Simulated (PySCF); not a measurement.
Computed χzz against gas-phase spectroscopy

Values to reproduce (atoms as numbered below): 14N at N2: χzz = -7.0854 MHz [1].
[1] measured, gas; W. C. Bailey, Calculation of NQCC in Gaseous State Molecules (compilation of microwave values)

Species: nitrogen trifluoride, NF3.
Cartesian coordinates in Å at the PBE0-D3(BJ)/def2-SVP level; atoms count from 1:
```
atom  x, y, z in Å
F1    -0.5514    1.0728   -0.1658
N2     0.0076   -0.0031    0.4329
F3    -0.6444   -1.0331   -0.1513
F4     1.2262   -0.0619   -0.1488
```

Question: What do the calculations give?

Answer: PySCF, non-relativistic, all at one geometry, with Q(14N) = 0.02044 b:

```tsv
level	functions	14N N2 (MHz)	computed/reference − 1 (%)
B3LYP/pcJ-1	108	-7.985	+12.7
PBE0/pcSseg-1	68	-7.945	+12.1
```

Closest here is PBE0/pcSseg-1 (12.1 % unsigned error), furthest B3LYP/pcJ-1 (12.7 %); one molecule doesn't rank methods. Computed values are for fixed nuclei, while measured ones can include vibrational averaging.
